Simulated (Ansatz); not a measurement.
Solid bromine, treated with PBE-D4 in Ansatz (plane waves, PAW).

Numerical settings: plane-wave cutoff 520 eV, 10×10×4 k mesh (along the axes of the cell as run), Fermi–Dirac smearing 0.01 eV, scalar-relativistic PAW data made under PBE.

The cell is scaled about its equilibrium volume:

Shape and atoms are relaxed at each volume.

| V (Å³/atom) | P (GPa) | direct gap at Γ (eV) | smallest gap on the k mesh (eV) | c (Å) |
|---|---|---|---|---|
| 29.569 | 0.55 | 1.385 | 1.289 | 8.526 |
| 30.185 | 0.26 | 1.371 | 1.295 | 8.553 |
| 30.801 | 0.01 | 1.367 | 1.309 | 8.571 |
| 31.417 | -0.21 | 1.358 | 1.315 | 8.596 |
| 32.033 | -0.39 | 1.350 | 1.318 | 8.620 |

The fundamental gap (1.31 eV at the equilibrium volume, with added k points) lies elsewhere than Γ–Γ.

Note: the bulk modulus comes from volumes at which shape and atoms were relaxed.

Spin–orbit coupling is not included.

Ansatz is an electronic-structure program.
